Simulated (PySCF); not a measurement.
**Boron: a sound run and one with changed settings**

Sound run: B [He] 2s2 2p1, B⁺ [He] 2s2. Calculation: PySCF 2.14, in x2c-SVPall (3s2p1d, 14 functions); the spin-free X2C one-electron Hamiltonian (Gaussian nucleus). In the sound run the correlated levels freeze 1s2. The sound run starts from symmetry-adapted Hartree-Fock orbitals and uses a fine grid where one is needed.

Changed run: a valence shell is frozen. This setting is unsound on purpose.

Ionisation energy of B:

```
 method  sound run (eV)  changed run (eV)
    UHF           8.123             8.123
    MP2           8.205             8.123
SCS-MP2           8.167             8.123
   CCSD           8.058             8.123
CCSD(T)           8.081             8.123
  CCSDT             n/a             8.123
    FCI             n/a             8.123
```

Freezing a valence shell removes pair correlation that changes on ionisation.

For comparison, NIST gives 8.298 eV between the lowest levels.
